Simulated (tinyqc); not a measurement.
Inside a calculation. Method: ROHF in the sto-3g basis, for H2O, spin multiplicity 3. One step of it, computed by the program tinyqc.

Question. Iteration 1: Roothaan effective Fock matrix. With projectors Pc = D(beta) S, Po = (D(alpha) - D(beta)) S, Pv = 1 - D(alpha) S, the block xy is Px^T F Py; with Fc = (F(alpha) + F(beta))/2, the blocks are Fc for cc, oo, vv and cv, F(beta) for co and F(alpha) for ov.

F(alpha) (hartree), order 1O 1s, 1O 2s, 1O 2px, 1O 2py, 1O 2pz, 2H 1s, 3H 1s:
```
[[-21.369527, -5.373192, 0.000000, 0.000000, -0.011228, -0.957652, -0.957652],
 [-5.373192, -2.865750, 0.000000, 0.000000, -0.111470, -1.044263, -1.044263],
 [0.000000, 0.000000, -0.437140, 0.000000, 0.000000, 0.000000, 0.000000],
 [0.000000, 0.000000, 0.000000, -0.557523, 0.000000, -0.395310, 0.395310],
 [-0.011228, -0.111470, 0.000000, 0.000000, -0.500087, -0.321917, -0.321917],
 [-0.957652, -1.044263, 0.000000, -0.395310, -0.321917, -0.581620, -0.373483],
 [-0.957652, -1.044263, 0.000000, 0.395310, -0.321917, -0.373483, -0.581620]]
```

F(beta) (hartree), order 1O 1s, 1O 2s, 1O 2px, 1O 2py, 1O 2pz, 2H 1s, 3H 1s:
```
[[-19.387090, -5.036908, 0.000000, 0.000000, -0.008535, -0.892582, -0.892582],
 [-5.036908, -2.319663, 0.000000, 0.000000, -0.087212, -0.819975, -0.819975],
 [0.000000, 0.000000, -0.096143, 0.000000, 0.000000, 0.000000, 0.000000],
 [0.000000, 0.000000, 0.000000, -0.194549, 0.000000, -0.280719, 0.280719],
 [-0.008535, -0.087212, 0.000000, 0.000000, -0.147469, -0.229615, -0.229615],
 [-0.892582, -0.819975, 0.000000, -0.280719, -0.229615, -0.321077, -0.284922],
 [-0.892582, -0.819975, 0.000000, 0.280719, -0.229615, -0.284922, -0.321077]]
```

D(alpha) at the start, order 1O 1s, 1O 2s, 1O 2px, 1O 2py, 1O 2pz, 2H 1s, 3H 1s:
```
[[1.286075, -0.294244, 0.000000, 0.000000, 0.009070, -0.009856, -0.009856],
 [-0.294244, 1.253006, 0.000000, 0.000000, -0.046261, 0.030854, 0.030854],
 [0.000000, 0.000000, 0.784863, 0.000000, 0.000000, 0.000000, 0.000000],
 [0.000000, 0.000000, 0.000000, 0.702189, 0.000000, 0.070949, -0.070949],
 [0.009070, -0.046261, 0.000000, 0.000000, 0.747546, 0.037150, 0.037150],
 [-0.009856, 0.030854, 0.000000, 0.070949, 0.037150, 0.596981, 0.034334],
 [-0.009856, 0.030854, 0.000000, -0.070949, 0.037150, 0.034334, 0.596981]]
```

D(beta) at the start, order 1O 1s, 1O 2s, 1O 2px, 1O 2py, 1O 2pz, 2H 1s, 3H 1s:
```
[[0.857383, -0.196163, 0.000000, 0.000000, 0.006047, -0.006570, -0.006570],
 [-0.196163, 0.835337, 0.000000, 0.000000, -0.030841, 0.020569, 0.020569],
 [0.000000, 0.000000, 0.523242, 0.000000, 0.000000, 0.000000, 0.000000],
 [0.000000, 0.000000, 0.000000, 0.468126, 0.000000, 0.047299, -0.047299],
 [0.006047, -0.030841, 0.000000, 0.000000, 0.498364, 0.024767, 0.024767],
 [-0.006570, 0.020569, 0.000000, 0.047299, 0.024767, 0.397988, 0.022890],
 [-0.006570, 0.020569, 0.000000, -0.047299, 0.024767, 0.022890, 0.397988]]
```

overlap S, order 1O 1s, 1O 2s, 1O 2px, 1O 2py, 1O 2pz, 2H 1s, 3H 1s:
```
[[1.000000, 0.236704, 0.000000, 0.000000, 0.000000, 0.040960, 0.040960],
 [0.236704, 1.000000, 0.000000, 0.000000, 0.000000, 0.402097, 0.402097],
 [0.000000, 0.000000, 1.000000, 0.000000, 0.000000, 0.000000, 0.000000],
 [0.000000, 0.000000, 0.000000, 1.000000, 0.000000, 0.284574, -0.284574],
 [0.000000, 0.000000, 0.000000, 0.000000, 1.000000, 0.205416, 0.205416],
 [0.040960, 0.402097, 0.000000, 0.284574, 0.205416, 1.000000, 0.179997],
 [0.040960, 0.402097, 0.000000, -0.284574, 0.205416, 0.179997, 1.000000]]
```

Give: effective F.

Answer.

effective F (hartree), order 1O 1s, 1O 2s, 1O 2px, 1O 2py, 1O 2pz, 2H 1s, 3H 1s:
```
[[-19.5491, -5.0360, 0.0000, 0.0000, 0.0037, -0.8928, -0.8928],
 [-5.0360, -2.2113, 0.0000, 0.0000, -0.0376, -0.6904, -0.6904],
 [0.0000, 0.0000, -0.2392, 0.0000, 0.0000, 0.0000, 0.0000],
 [0.0000, 0.0000, 0.0000, -0.3184, 0.0000, -0.3030, 0.3030],
 [0.0037, -0.0376, 0.0000, 0.0000, -0.2756, -0.2168, -0.2168],
 [-0.8928, -0.6904, 0.0000, -0.3030, -0.2168, -0.2688, -0.1820],
 [-0.8928, -0.6904, 0.0000, 0.3030, -0.2168, -0.1820, -0.2688]]
```
